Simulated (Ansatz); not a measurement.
Total energies of SiCl₂ from Ansatz at PBE-D4/def2-TZVP, gas phase (1 Eh = 27.2114 eV = 2625.5 kJ/mol). The reference geometry is relaxed at r2SCAN-D4/def2-TZVP.

Cartesian coordinates in Å:
```
Si -0.542 -0.594 -0.355
Cl 1.512 -0.361 -0.616
Cl -0.970 0.955 0.970
```

| state | geometry | energy (Eh) |
| --- | --- | --- |
| charge 0 singlet | reference | -1209.48076 |
| charge 1 doublet | reference | -1209.12147 |
| free Si atom (triplet) | – | -289.22285 |
| free Cl atom (doublet) | – | -459.95840 |

**Question.** Work out the vertical ionisation energy to the doublet.

**Answer.** E(charge 1 doublet) − E(charge 0 singlet) = -1209.12147 − (-1209.48076) = 0.35929 Eh = 9.78 eV. For comparison, −ε of the highest occupied level is 6.65 eV at this level, 3.13 eV less.

**Question.** What is the binding energy per atom against free atoms?

**Answer.** Atoms: 1 × (-289.22285) + 2 × (-459.95840) = -1209.13965 Eh. Binding: -1209.13965 − (-1209.48076) = 0.34111 Eh = 9.28 eV, or 3.09 eV for each of 3 atoms (no zero-point energy, no counterpoise term).
